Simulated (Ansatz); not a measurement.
Reading a saddle point

A first-order saddle point of CH4ClO, doublet, PBE0-D4/def2-TZVP, with one imaginary mode of 432i cm⁻¹:

```xyz
7
angstrom
H -0.4109 -0.1396 -0.2891
C 0.5427 -0.4728 0.2935
Cl 1.3340 0.9366 0.9602
O -1.5307 0.4275 -0.9386
H 1.1934 -0.9667 -0.4241
H 0.2105 -1.1320 1.0918
H -1.3391 1.3471 -0.6937
```

Program: Ansatz 0.2.0. Basis: def2-TZVPP and def2-QZVPP. Cores are frozen in the correlated methods; orbitals are unrestricted. Extrapolation: Hartree–Fock as exp(−7.88 √X), correlation as X^−2.97.

Problem. Which contacts change along the imaginary mode, and what lies on either side? (Judge from chemistry; the calculation decides.)

Solution. By the calculation: The step is CH₃Cl ([CH3][Cl]) + OH → CH₂Cl ([CH2][Cl]) + H₂O, with the molecules in contact on both sides. Shortening one way: H1–O4; lengthening the same way: H1–C2.
```tsv
pair	one side (Å)	saddle (Å)	other side (Å)
H1–O4	2.73	1.41	0.96
H1–C2	1.09	1.17	2.37
```

Problem. Which side is lower, and how far does the saddle lie above each? (To be estimated.)

Solution. The calculation gives: The side with H1–O4 short is lower by 17.18 kcal/mol; the saddle lies 25.00 kcal/mol above it and 7.82 kcal/mol above the other (CCSD(T) at an estimated basis limit (MP2 extrapolated from triple and quadruple zeta, plus CCSD(T) − MP2 in triple zeta); electronic energies).

T1 diagnostic: at most 0.022. ⟨S²⟩ of the unrestricted Hartree–Fock references: 0.75 to 0.77 (a pure state has 0.75). The end structure is not quite a true minimum (one mode of 61i cm⁻¹).

Labels in which every atom is bracketed show which atoms are joined, not bond orders.

For scale, one of the runs: CCSD(T)/def2-TZVPP, 160 basis functions, launched by `ansatz run in.yaml --threads 4 --pin off --events-out ev --progress --plain --max-ram 9574MiB`. Hardware: 4 CPU threads of an Arm Neoverse V2, shared host. Wall time 55 s; peak host memory 3 GiB.
